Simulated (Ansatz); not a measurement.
A nudged elastic band was laid between two geometries of C₂H₂Cl₃F (8 atoms, charge 0, multiplicity 1).

Computed with RKS BLYP-D4/def2-SVP (Ansatz 0.2.0).

```json
{
 "movable images": "5",
 "climbing image": "yes",
 "spring": "5.0 eV/Å²",
 "optimiser": "quadratic models (default)",
 "start path": "through a guess of the saddle point",
 "force threshold": "0.05 eV/Å",
 "iteration limit": "60",
 "end points": "relaxed"
}
```

First end point:

```xyz
8
Properties=species:S:1:pos:R:3
Cl -1.923 0.808 0.487
C -0.252 0.616 -0.204
Cl -0.323 0.668 -2.009
Cl 0.821 1.937 0.404
C 0.273 -0.754 0.267
F 1.544 -0.983 -0.214
H -0.421 -1.536 -0.108
H 0.281 -0.757 1.377
```

Last end point:

```xyz
8
Properties=species:S:1:pos:R:3
Cl -1.821 0.101 2.033
C 0.376 0.411 -0.826
Cl -0.386 0.915 -2.307
Cl 0.989 1.670 0.231
C 0.466 -0.890 -0.481
F 1.039 -1.279 0.669
H 0.067 -1.705 -1.102
H -0.731 0.776 1.783
```

Task: What changes between the two ends?

Result: Bonds broken: Cl1–C2, C5–H8. Bonds formed: Cl1–H8. C2H2Cl3F becomes C2HCl2F + ClH.

Task: Give the energies along the band, and the barrier.

Result: The forces met the threshold. The highest image is number 3 of 0 to 6, 200.3 kJ/mol above the first end and 157.1 kJ/mol above the last; the last end lies 43.2 kJ/mol above the first. The profile has 2 maxima (images 1, 3) with wells between them (image 2): this band takes more than one step, which may be the mechanism or a detour left from its start path. Neighbouring images differ by up to 2.0 eV, so the band resolves the path poorly. A vibrational analysis at the climbing image gives one clearly imaginary mode, 905i cm⁻¹: a first-order saddle point. The orbitals stay closed-shell, which can raise the energy where a bond breaks towards radicals; this wasn't checked here.

```
image  path coordinate (Å)  energy (kJ/mol)  Cl1–C2 (Å)  C5–H8 (Å)  Cl1–H8 (Å)
    0                 0.00              0.0        1.82       1.11        2.85
    1                 1.52             27.5        1.82       1.11        2.61
    2                 3.04              3.3        1.82       1.11        2.75
    3                 4.56            200.3        2.89       1.19        1.94
    4                 5.52             54.8        3.39       2.21        1.31
    5                 6.47             47.7        3.55       2.57        1.30
    6                 7.43             43.2        3.62       3.06        1.31
```

Task: What is the geometry of the highest image?

Result: 
```xyz
8
Properties=species:S:1:pos:R:3
Cl -1.815 0.651 1.535
C 0.155 0.571 -0.571
Cl -0.930 0.697 -1.886
Cl 1.169 1.885 -0.202
C 0.330 -0.725 0.094
F 1.482 -0.819 0.832
H 0.220 -1.574 -0.617
H -0.612 -0.686 0.815
```

Time of the run: 2.4 min on 2 threads of Arm Neoverse V2, with other jobs on the host, peak memory 0.15 GiB.
